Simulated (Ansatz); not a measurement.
System: hcp Zn. Method: revPBE (plane waves, PAW; Ansatz, a quantum-chemistry and plane-wave program).

Numerical settings: plane-wave cutoff 520 eV, 24×24×12 k mesh (along the axes of the cell as run), Fermi–Dirac smearing 0.05 eV, scalar-relativistic PAW data made under PBE.

Shape and atoms are relaxed at each volume.

Pressure at four volumes; x = ln(V/15.757 Å³). One pressure is withheld.

```json
[
 {"V (Å³/atom)": "15.127", "x": "-0.0408", "P (GPa)": "?"},
 {"V (Å³/atom)": "15.442", "x": "-0.0202", "P (GPa)": "1.19"},
 {"V (Å³/atom)": "15.757", "x": "0.0000", "P (GPa)": "0.00"},
 {"V (Å³/atom)": "16.387", "x": "0.0392", "P (GPa)": "-1.83"}
]
```

**Question.** Pass a parabola P(x) through the three rows shown, estimate the bulk modulus and its pressure derivative near zero pressure, and predict the withheld pressure.

**Answer.** Slopes between the rows: (0.00 − (1.19))/(0.0000 − (-0.0202)) = -58.91 and (-1.83 − (0.00))/(0.0392 − (0.0000)) = -46.68 GPa. Their difference over the span 0.0594 is c = 12.23/0.0594 = 205.9 GPa, so P(x) = 1.19 + (-58.91)(x − (-0.0202)) + 205.9 (x − (-0.0202))(x − (0.0000)). At the middle row B = −dP/dx = −[-58.91 + 205.9 × 0.0202] = 54.8 GPa, and B′ = dB/dP = 2c/B = 7.5. At x = -0.0408 the parabola gives 2.58 GPa; the run gives 2.60 GPa. The Birch–Murnaghan fit to the energies at all volumes has B0 = 54.5 GPa and B′ = 7.7.

Measured, for comparison: bulk modulus 69.7 GPa (zero-point energy and finite temperature contributions removed, our sources range from 64.7 to 69.7; as tabulated in doi:10.1021/acs.jctc.3c00612). Computed (rounded) less measured: bulk modulus -22 % (-16 % to -22 % over the range).

Note: the bulk modulus comes from volumes at which shape and atoms were relaxed.
